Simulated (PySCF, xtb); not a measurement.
CN, SMILES [C]#N (connectivity only; charge and spin as stated), charge -1, multiplicity 1.

Harmonic wavenumbers (cm⁻¹) from GFN2-xTB in xtb 6.7.1 at its own minimum, in rising order: 2045.

### Question
What does PBE-D3(BJ)/def2-TZVPD run with PySCF 2.14.0 give at its own minimum? (The exact figures need the calculation; the answer reports its results.)

### Answer
2068. Paired by order, the mean absolute difference is 24 cm⁻¹ and the zero-point energies are 2.9 and 3.0 kcal/mol.
